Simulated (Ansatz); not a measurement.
Input file:

```yaml
crystal:
  periodic: [false, false, false]
  atoms:
    - {symbol: Al, position_ang: [0.000000, -0.050236, 1.239922]}
    - {symbol: Cl, position_ang: [0.000000, -0.006816, -0.956330]}
    - {symbol: H, position_ang: [0.000000, 1.584516, 0.446218]}
basis:
  gaussian: {orbitals: 6-31G}
magnetization: {spin_polarized: true, initial_magnetization: 1}
correlation: {method: ccsdt_q, electrons: outside_noble_gas}
```

```sh
$ ansatz run in.yaml --threads 1 --pin off --events-out ev --progress --plain --max-ram 4096MiB --backend cpu
```

Output:

```
560 factors; integrals over basis functions are off by at most 1.1e-7 eV
mean field evaluation 1: about -19098.6669 eV, gradient 9.0e0 eV
mean field evaluation 2: about -19098.6708 eV, gradient 9.0e0 eV
mean field evaluation 4: about -19099.5881 eV, gradient 1.6e0 eV
mean field evaluation 8: about -19099.6874 eV, gradient 1.1e-1 eV
mean field evaluation 16: about -19099.6549 eV, gradient 7.4e-1 eV
mean field evaluation 32: about -19097.3645 eV, gradient 1.9e-1 eV
mean field evaluation 64: about -19097.4899 eV, gradient 2.0e0 eV
mean field evaluation 96: about -19096.2729 eV, gradient 1.8e0 eV
mean field -19099.68819066 eV, -701.9005947733 hartree, gradient 6.1e-6 eV, S^2 0.854205; 3 other end points of the search recorded, 0 dependent functions left out
determinant -19099.68819066 eV, -701.9005947733 hartree, with singles and doubles -19102.16438235 eV, -701.9915931393 hartree
determinant -19097.36506060 eV, -701.8152213181 hartree, with singles and doubles -19100.12592274 eV, -701.9166811305 hartree
10 core orbitals not correlated: weight in the atoms' cores, before any rotation towards them, 1.000 or more for the frozen orbitals, at most 0.000 for the correlated occupied ones
reference -19099.68819066 eV, -701.9005947733 hartree; 6, 5 occupied and 12, 13 virtual orbitals, 560 factors
second order -1.87799710 eV of doubles, -0.00000000 eV of singles
cycle   1  -2.15825650 eV  change   -2.8e-1 eV  update   8.7e-2
cycle   2  -2.35653176 eV  change   -2.0e-1 eV  update   4.7e-2
cycle   3  -2.52332569 eV  change   -1.7e-1 eV  update   3.4e-2
cycle   4  -2.54824972 eV  change   -2.5e-2 eV  update   1.4e-2
cycle   5  -2.55134284 eV  change   -3.1e-3 eV  update   7.1e-3
cycle   6  -2.55748449 eV  change   -6.1e-3 eV  update   3.5e-3
cycle   7  -2.55893569 eV  change   -1.5e-3 eV  update   2.1e-3
cycle   8  -2.55883621 eV  change    9.9e-5 eV  update   1.3e-3
cycle   9  -2.55958787 eV  change   -7.5e-4 eV  update   7.5e-4
cycle  10  -2.55966084 eV  change   -7.3e-5 eV  update   3.9e-4
cycle  11  -2.55970808 eV  change   -4.7e-5 eV  update   2.1e-4
cycle  12  -2.55967550 eV  change    3.3e-5 eV  update   1.2e-4
cycle  13  -2.55970125 eV  change   -2.6e-5 eV  update   6.7e-5
cycle  14  -2.55973507 eV  change   -3.4e-5 eV  update   3.3e-5
cycle  15  -2.55975046 eV  change   -1.5e-5 eV  update   1.3e-5
cycle  16  -2.55975148 eV  change   -1.0e-6 eV  update   6.3e-6
cycle  17  -2.55975099 eV  change    4.8e-7 eV  update   3.1e-6
cycle  18  -2.55975056 eV  change    4.3e-7 eV  update   1.7e-6
cycle  19  -2.55975082 eV  change   -2.5e-7 eV  update   9.4e-7
cycle  20  -2.55975136 eV  change   -5.4e-7 eV  update   6.1e-7
cycle  21  -2.55975195 eV  change   -5.9e-7 eV  update   4.3e-7
perturbative correction -0.00146524 eV, -0.0000538465 hartree
Total energy: -19102.24940785 eV, -701.9947177689 hartree
```

For the same geometry and basis full CI lies 1.1 meV higher.

Ran on 1 thread of AMD EPYC 7R13, shared host: 4 s wall, 0.16 GiB peak host memory.
